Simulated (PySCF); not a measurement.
## Gas-phase thermal properties of HF

Energies from PySCF (xtb for GFN2), thermal terms from the rigid-rotor harmonic-oscillator model, ideal gas at 1 bar. Table values come from the NASA 1993 polynomials. 6-31G* has spherical d functions here. All species are closed-shell singlets. B3LYP is the form with VWN-RPA correlation. The harmonic model lacks anharmonicity and excited electronic states, which grow with temperature; levels with a mode under 35 cm⁻¹ are left out.

```tsv
level	point group	σ	ZPE (kJ/mol)	S°298 (J/mol/K)	Cp298 (J/mol/K)	S°1000 (J/mol/K)	H1000 − H298 (kJ/mol)
table	-	-	-	173.8	29.1	209.3	20.6
B3LYP/6-31G*	C∞v	1	23.6	173.9	29.1	209.3	20.6
GFN2-xTB	C∞v	1	22.5	173.9	29.1	209.3	20.6
HF/6-31G*	C∞v	1	25.9	173.5	29.1	208.8	20.5
PBE/def2-SVP	C∞v	1	23.7	173.9	29.1	209.3	20.6
PBE0/def2-TZVP	C∞v	1	24.8	173.6	29.1	209.0	20.6
```
σ: rotational symmetry number. Electronic degeneracy used: 1. Frequencies are unscaled.
